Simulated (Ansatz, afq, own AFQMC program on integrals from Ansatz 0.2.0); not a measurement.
CH2N, quartet: a scan with AFQMC

```yaml
atoms:
  - { symbol: N, position_ang: [-0.0315, 0.0000, 0.7755] }
  - { symbol: C, position_ang: [0.0708, 0.0000, -0.7036] }
  - { symbol: H, position_ang: [-0.2030, -0.9302, -1.1965] }
  - { symbol: H, position_ang: [-0.2030, 0.9302, -1.1966] }
```

The N1–C2 distance is changed with both sides rigid. Energies in mEh count from this geometry (1.483 Å) at the same level; the start stands on UHF, each point on the determinant named.

Basis cc-pVDZ. Noble-gas cores (and the filled d shells of Ga–Kr and In–Xe) are frozen. Integrals, coupled cluster, full CI and functionals: Ansatz 0.2.0; the random walks run on the same integrals in our own AFQMC program. The CISD trial takes its coefficients from CCSD amplitudes. Released means that phaseless walkers are propagated on without the constraint, phases kept. ± is one standard error of the sampling.

Cautions, each for one point or more: CCSDT(Q) on the UHF determinant differs, perhaps since the unrestricted series falls towards higher spin; a spin-contaminated unrestricted determinant lies lower; cluster runs in doubt by the program's own checks; higher spins were not checked; lower spins were not checked; strong correlation; unrestricted determinant spin contaminated; walk and cluster series may follow different spin states.

```json
{"r(N1–C2) / Å": "1.322", "det.": "UHF", "T1": "0.015", "weight": "0.91", "⟨S²⟩": "3.76", "B3LYP": "20.9", "PBE0": "19.6", "CCSD(T)": "24.3"}
{"r(N1–C2) / Å": "1.628", "det.": "UHF", "T1": "0.012", "weight": "0.90", "⟨S²⟩": "3.77", "B3LYP": "5.7", "PBE0": "7.4", "CCSD(T)": "4.2"}
{"r(N1–C2) / Å": "2.077", "det.": "UHF¶", "T1": "0.062", "weight": "0.79", "⟨S²⟩": "4.25", "B3LYP": "61.9", "PBE0": "68.9", "CCSD(T)": "53.7"}
{"r(N1–C2) / Å": "2.754", "det.": "ROHF¶", "T1": "0.038", "weight": "0.87", "⟨S²⟩": "pure", "B3LYP": "106.1§", "PBE0": "111.4§", "CCSD(T)": "107.8"}
{"r(N1–C2) / Å": "4.027", "det.": "ROHF", "T1": "0.010", "weight": "0.89", "⟨S²⟩": "pure", "B3LYP": "113.7§", "PBE0": "117.9§", "CCSD(T)": "104.2"}
```

Problem. Estimate the curve of CCSDT(Q), counted from the same start.

Solution. 
```json
{"r(N1–C2) / Å": "1.322", "det.": "UHF", "T1": "0.015", "weight": "0.91", "⟨S²⟩": "3.76", "CCSDT(Q)": "24.5", "ph-AFQMC/CISD": "24.5 ± 0.5", "released AFQMC": "22.9 ± 0.7"}
{"r(N1–C2) / Å": "1.628", "det.": "UHF", "T1": "0.012", "weight": "0.90", "⟨S²⟩": "3.77", "CCSDT(Q)": "3.9", "ph-AFQMC/CISD": "4.3 ± 0.5", "released AFQMC": "–"}
{"r(N1–C2) / Å": "2.077", "det.": "UHF¶", "T1": "0.062", "weight": "0.79", "⟨S²⟩": "4.25", "CCSDT(Q)": "50.1", "ph-AFQMC/CISD": "52.5 ± 0.8", "released AFQMC": "49.2 ± 1.3*"}
{"r(N1–C2) / Å": "2.754", "det.": "ROHF¶", "T1": "0.038", "weight": "0.87", "⟨S²⟩": "pure", "CCSDT(Q)": "108.0", "ph-AFQMC/CISD": "106.3 ± 0.7", "released AFQMC": "106.4 ± 1.1*"}
{"r(N1–C2) / Å": "4.027", "det.": "ROHF", "T1": "0.010", "weight": "0.89", "⟨S²⟩": "pure", "CCSDT(Q)": "104.1", "ph-AFQMC/CISD": "102.6 ± 0.7", "released AFQMC": "101.2 ± 1.2*"}
```

Weight is that of the determinant in the CISD state; at the start T1 is 0.012 and the weight 0.91, and ⟨S²⟩ is 3.77. ¶ marks points with a poor determinant and no full CI, where no value is sure; they don't count among the departures. An asterisk marks released energies that aren't shown to be converged. A dash marks a missing value, a released energy that hasn't settled or a functional that sits on another state. § marks a functional whose ⟨S²⟩ is too high by over 0.1. Largest departures from CCSDT(Q), at the points where its series has closed: CCSD(T) 0.3 mEh at 1.628 (on UHF), ph-AFQMC/CISD -1.5 mEh at 4.027 (on ROHF), B3LYP -3.5 mEh at 1.322, PBE0 -4.8 mEh at 1.322. Functionals count only at points shown to share the start's state and spin. In this small basis the wave-function levels are far from their limit, so their gap to the functionals isn't the functionals' error.

A walk keeps the symmetry of its determinant, which the program's search chose and which needn't be the lowest solution, so a lower state of the same spin and another symmetry isn't excluded.
